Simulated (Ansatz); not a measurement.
Chalcopyrite ZnGeP2 was calculated with LDA (PAW; Ansatz, a quantum-chemistry and plane-wave program).

Excerpt of the program's output:

```
Relaxation: its limit of steps is 80 (relax.max_steps)
Crystal: 8 atoms, lattice volume = 150.334 Å³
Basis set: ecut = 520 eV, 4007 PW (Γ), exchange–correlation on 100×100×100 points (8 copies of the dense FFT grid, shifted against one another)
Bands: 44, of which v1, the nominal top of the filled ones, is band 36 counted from 1 (35 counted from 0)
Symmetry: 8 space group operations
Space group: I-42d (ITA 122), of the structure as read, at distance tolerance 5.3e-5 Å
k-points: 102 of 1000 (time reversal used)
Functional: x = slater, c = lda
SCF iter   1: F=—  HF=-17829.537241 eV  |F-HF|=—  |Δ(HF+E_count)|=         —  Δρ=5.58e-3  dr2=3.68e-2
SCF iter   2: F=—  HF=-17829.523297 eV  |F-HF|=—  |Δ(HF+E_count)|=   1.39e-2  Δρ=2.75e-3  dr2=8.56e-3
  ...
SCF 1 converged in 8 iterations: F = -17829.520373 eV  dr2 = 3.90e-8
Crystal: 8 atoms, lattice volume = 150.334 Å³
Initial density: handed on by an earlier stage of this run
SCF 2 converged in 4 iterations: F = -17829.520488 eV  dr2 = 2.99e-8
Crystal: 8 atoms, lattice volume = 150.334 Å³
SCF 3 converged in 5 iterations: F = -17829.520509 eV  dr2 = 9.45e-10
Crystal: 8 atoms, lattice volume = 150.334 Å³
SCF iter   4: F=—  HF=-17829.520509 eV  |F-HF|=—  |Δ(HF+E_count)|=  7.28e-12  Δρ=2.37e-7  dr2=5.90e-11
SCF iter   5: F=-17829.520509 eV  HF=-17829.520509 eV  |F-HF|=0.00e0  |Δ(HF+E_count)|=  2.18e-11  Δρ=6.09e-8  dr2=6.77e-12
SCF 4 converged in 5 iterations: F = -17829.520509 eV  dr2 = 6.77e-12
SCF converged after 5 iterations
Free energy (F): -17829.520509 eV
Internal energy: -17829.520509 eV  (E = F + TS)
E sigma→0 (E₀):  -17829.520509 eV
Fermi energy:    8.443494 eV
--- Stress (GPa, compression-positive) ---
        1.879523       0.000000      -0.000000
       -0.000000       1.879523      -0.000000
       -0.000000      -0.000000       1.876845
  P = ⅓ Tr σ = 1.8786 GPa (18.786 kbar)
```

Task: Write an input file that could have produced this run (the log leaves some choices open).

Result: One answer among several that fit: 
Ansatz 0.2 input:
```yaml
crystal:
  lattice:
    - [-2.6687962015, 2.6687962015, 5.2767393724]
    - [2.6687962015, -2.6687962015, 5.2767393724]
    - [2.6687962015, 2.6687962015, -5.2767393724]
  atoms:
    - { symbol: Zn, position: [0.0, 0.0, 0.0] }
    - { symbol: Zn, position: [0.75, 0.25, 0.5] }
    - { symbol: Ge, position: [0.5, 0.5, 0.0] }
    - { symbol: Ge, position: [0.25, 0.75, 0.5] }
    - { symbol: P, position: [0.875, 0.8746283847, 0.4996283847] }
    - { symbol: P, position: [0.1253716153, 0.625, 0.0003716153] }
    - { symbol: P, position: [0.375, 0.3753716153, 0.5003716153] }
    - { symbol: P, position: [0.6246283847, 0.125, 0.9996283847] }
basis:
  ecutwfc: 520
  ecutrho_ratio: 4
  xc_grid: 2
kpoints:
  mp_grid: { grid: [10, 10, 10] }
hamiltonian:
  xc: lda
  dispersion: none
  pseudopotentials: { kind: paw }
scf:
  occupations: { method: fermi_dirac, width: 0.01 }
output:
  forces: true
  stress: true
  eigenvalues: true
relax:
  f_tol: 0.004
  escape_saddle: false
  max_steps: 80
  cell: { stress_tol: 0.02, fix: [volume] }
```

The cell is one volume of an energy–volume scan, off the minimum.

The PAW data were made under PBE.

Cost on a shared machine: roughly 5 core-minutes.
